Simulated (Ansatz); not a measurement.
Input file:

```yaml
crystal:
  periodic: [false, false, false]
  atoms:
    - {symbol: B, position_ang: [0.000000, -0.186113, 1.254645]}
    - {symbol: Cl, position_ang: [0.000000, 0.036461, -0.440547]}
    - {symbol: H, position_ang: [0.000000, 0.713740, 2.038566]}
basis:
  gaussian: {orbitals: cc-pVDZ}
magnetization: {spin_polarized: false, initial_magnetization: 1}
correlation: {method: ccsd_t, electrons: outside_noble_gas}
```

```sh
$ ansatz run in.yaml --threads 1 --pin off --events-out ev --progress --plain --max-ram 4096MiB --backend cpu
```

The program prints:

```
370 factors; integrals over basis functions are off by at most 9.2e-4 eV
mean field evaluation 1: about -13189.3185 eV, gradient 1.1e1 eV
mean field evaluation 2: about -13189.3566 eV, gradient 1.1e1 eV
mean field evaluation 4: about -13190.2684 eV, gradient 1.7e0 eV
mean field evaluation 8: about -13190.2974 eV, gradient 1.2e-3 eV
mean field evaluation 16: about -13190.2101 eV, gradient 1.7e0 eV
mean field evaluation 32: about -13188.2140 eV, gradient 5.3e-4 eV
mean field -13190.29743897 eV, -484.7344901775 hartree, gradient 2.6e-6 eV, S^2 0.750000; 1 other end points of the search recorded, 0 dependent functions left out
determinant -13190.29743897 eV, -484.7344901775 hartree, with singles and doubles -13196.36728525 eV, -484.9575529138 hartree
determinant -13188.21396479 eV, -484.6579239134 hartree, with singles and doubles -13194.57079165 eV, -484.8915329919 hartree
6 core orbitals not correlated: weight in the atoms' cores, before any rotation towards them, 1.000 or more for the frozen orbitals, at most 0.000 for the correlated occupied ones
reference -13190.29743897 eV, -484.7344901775 hartree; 6, 5 occupied and 25, 26 virtual orbitals, 370 factors
second order -5.37748646 eV of doubles, -0.02565721 eV of singles
cycle   1  -6.06995311 eV  change   -1.1e-4 eV  update   4.2e-4
cycle   2  -6.06999232 eV  change   -3.9e-5 eV  update   2.6e-4
cycle   3  -6.06999025 eV  change    2.1e-6 eV  update   8.8e-5
cycle   4  -6.06998819 eV  change    2.1e-6 eV  update   3.2e-5
cycle   5  -6.07002321 eV  change   -3.5e-5 eV  update   7.8e-6
cycle   6  -6.07003438 eV  change   -1.1e-5 eV  update   3.3e-6
perturbative correction -0.15125567 eV, -0.0055585433 hartree
Total energy: -13196.51872902 eV, -484.9631183699 hartree
```

For the same geometry and basis UCCSDTQ lies 29.7 meV lower.

Ran on 1 thread of AMD EPYC 7R13, shared host: 0.93 s wall, 0.13 GiB peak host memory.
